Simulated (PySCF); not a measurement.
C4H7ClO.
Atom-mapped SMILES: `[CH3:1][CH2:2][CH2:3][C:4](=[O:5])[Cl:6]` (hydrogens: H7, H8, H9 on C1; H10, H11 on C2; H12, H13 on C3)

The same species was optimised twice, with GFN2-xTB and with PBE0-D3(BJ)/def2-SVP (PySCF), and the same property calculations (PySCF, gas phase) were run on both structures.

```csv
coordinate,GFN2-xTB,PBE0-D3(BJ)/def2-SVP,change
C4–Cl6 (Å),1.782,1.798,+0.016
C3–C4 (Å),1.490,1.499,+0.009
C2–C3 (Å),1.529,1.520,-0.009
C1–C2 (Å),1.523,1.520,-0.003
C4=O5 (Å),1.182,1.182,0.000
C2–C3–C4 (°),111.8,113.5,+1.7
C3–C4–O5 (°),129.2,127.6,-1.6
O5–C4–Cl6 (°),119.4,120.6,+1.2
C1–C2–C3 (°),111.4,112.3,+0.9
C3–C4–Cl6 (°),111.4,111.8,+0.4
C1–C2–C3–C4 (°),180,179,-1
C2–C3–C4–O5 (°),0,-1,-1
```

Rotational constants: A = 6929, B = 1334, C = 1143 MHz (GFN2-xTB) against A = 6850, B = 1318, C = 1128 MHz (PBE0-D3(BJ)/def2-SVP). Atoms that the bonding makes alike are paired by their places after alignment.

On the GFN2-xTB structure: HOMO (eV) -8.55 [PBE0/pcSseg-1]; LUMO (eV) -0.95 [PBE0/pcSseg-1]; dipole (D) 3.05 [PBE0/pcSseg-1]; GIAO shielding of C1 (ppm) 172.0 [PBE0/pcSseg-1]; GIAO shielding of C2 (ppm) 164.3 [PBE0/pcSseg-1]; GIAO shielding of C3 (ppm) 134.6 [PBE0/pcSseg-1]; GIAO shielding of C4 (ppm) 2.9 [PBE0/pcSseg-1]; GIAO shielding of O5 (ppm) -254.9 [PBE0/pcSseg-1]; GIAO shielding of Cl6 (ppm) 481.8 [PBE0/pcSseg-1].

Q: What do these properties become on the PBE0-D3(BJ)/def2-SVP structure?

A: 
| property | level | on GFN2-xTB | on PBE0-D3(BJ)/def2-SVP | change |
| --- | --- | --- | --- | --- |
| HOMO (eV) | PBE0/pcSseg-1 | -8.55 | -8.58 | -0.03 |
| LUMO (eV) | PBE0/pcSseg-1 | -0.95 | -0.95 | 0.00 |
| dipole (D) | PBE0/pcSseg-1 | 3.05 | 3.04 | -0.01 |
| energy, GFN2-xTB geometry as zero (kcal/mol) | PBE0/pcSseg-1 | 0.0 | -0.6 | -0.6 |
| GIAO shielding of C1 (ppm) | PBE0/pcSseg-1 | 172.0 | 170.0 | -2.0 |
| GIAO shielding of C2 (ppm) | PBE0/pcSseg-1 | 164.3 | 163.9 | -0.4 |
| GIAO shielding of C3 (ppm) | PBE0/pcSseg-1 | 134.6 | 132.7 | -1.9 |
| GIAO shielding of C4 (ppm) | PBE0/pcSseg-1 | 2.9 | 1.9 | -1.0 |
| GIAO shielding of O5 (ppm) | PBE0/pcSseg-1 | -254.9 | -252.7 | +2.2 |
| GIAO shielding of Cl6 (ppm) | PBE0/pcSseg-1 | 481.8 | 479.7 | -2.1 |

The heavy atoms differ by 0.018 Å rms after alignment. Among bonds between heavy atoms C4–Cl6 changes most (+0.016 Å). Changes are differences of the printed values. Neither structure is proved a minimum here.

Conformer computed: `[CH3:1][CH2:2][CH2:3][C:4](=[O:5])[Cl:6]`: C1–C2–C3–C4 179°, C2–C3–C4–O5 -1°.
